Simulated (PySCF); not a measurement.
**Solvent effects on NMR parameters**

Bonds (- single, = double, # triple, : aromatic): C1-C2 1.525 Å, C2-C3 1.525 Å, C2-C4 1.512 Å, C4-C5 1.447 Å, C5=N6 1.253 Å, N6-C4 1.519 Å. C1 carries H7, H8, H9; C2 carries H10; C3 carries H11, H12, H13; C4 carries H14; C5 carries H15. Stereochemistry as in CC(C)[C@H]1C=N1.

GIAO PBE0/pcSseg-1 in PySCF on one PBE0-D3(BJ)/def2-SVP conformer, non-relativistic, equivalent nuclei averaged. Solvents enter as an IEF-PCM continuum (cyclohexane with ε = 2.0, water with ε = 78.4) around the gas-phase geometry. Shifts are referred to TMS computed in the same medium.

Gas phase, δ in ppm: C5 180.2, C2 37.9, C4 35.3, C1 21.5, C3 21.2, H15 10.35, H7/H8/H9 1.23, H14 1.15, H11/H12/H13 0.98, H10 0.29. Dipole moment 2.13 D.

Problem. How does each δ change in the continuum?

Solution. 
| atoms | environment | Δδ, cyclohexane | Δδ, water |
| --- | --- | --- | --- |
| C5 | C=N carbon | +2.1 | +5.8 |
| C2 | sp3 CH | +0.1 | +0.4 |
| C4 | three-membered-ring carbon | +0.2 | +0.5 |
| C1 | methyl carbon | +0.1 | +0.3 |
| C3 | methyl carbon | 0.0 | 0.0 |
| H15 | hydrogen on a C=N carbon | +0.18 | +0.48 |
| H7/H8/H9 | hydrogen on a methyl carbon | -0.02 | -0.05 |
| H14 | hydrogen on a three-membered-ring carbon | +0.06 | +0.17 |
| H11/H12/H13 | hydrogen on a methyl carbon | +0.02 | +0.05 |
| H10 | hydrogen on an sp3 CH | +0.03 | +0.08 |

Changes are relative to the gas phase. The dipole moment becomes 2.40 D in cyclohexane, 2.91 D in water.

Problem. Which nuclei move most (in ppm), and what does the model miss?

Solution. C5 (C=N carbon, +5.8 ppm) in water. A continuum only polarises the solute; specific hydrogen bonds, the anisotropy of aromatic solvents and changes of geometry or conformer are outside it.
